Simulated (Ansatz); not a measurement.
## Worked example: correlation energy of AsH₃, singlet

Geometry: displaced at random from a stationary point.

```xyz
4

As    0.0003   -0.0001   -0.0317
H     1.2586   -0.0022    0.8115
H    -0.6016    1.1299    0.7590
H    -0.6794   -1.1219    0.7877
```

Basis cc-pVDZ; Ansatz 0.2.0. Only valence electrons are correlated (noble-gas cores and the filled d shells of p-block atoms frozen), which leaves 8 electrons in 28 orbitals. R marks a restricted (for open shells ROHF) determinant. No spin–orbit coupling is included, and no scalar relativity.

Full CI isn't at hand for all of this; RCCSDTQ serves as the reference, and is uncertain by about the last step of the cluster series.

Runs differ by some tens of microhartree through their thresholds, so steps under 0.03 kcal/mol mean nothing.

```
    level  total energy (hartree)
      RHF            -2235.898490
     RMP2            -2236.022367
    RCCSD            -2236.050218
 RCCSD(T)            -2236.053463
   RCCSDT            -2236.054019
RCCSDT(Q)            -2236.054157
  RCCSDTQ            -2236.054175
```

Task: What is the correlation energy at RCCSDTQ, and what share of it do RMP2 and RCCSD recover?

Result: E(corr) = -2236.054175 − (-2235.898490) = -0.155685 hartree = -4.236 eV. RMP2: -0.123877 / -0.155685 = 79.57 %. RCCSD: -0.151728 / -0.155685 = 97.46 %.

Task: By how many kcal/mol does RCCSD(T) miss RCCSDTQ (1 hartree = 627.509 kcal/mol), and which steps make up the rest?

Result: -2236.053463 − (-2236.054175) = 0.000712 hartree = 0.45 kcal/mol. Steps: RCCSDT − RCCSD(T) = -0.35, RCCSDT(Q) − RCCSDT = -0.09, RCCSDTQ − RCCSDT(Q) = -0.01 kcal/mol. That is within 1 kcal/mol of the reference in this basis, which itself misses far more of the correlation at the basis-set limit.
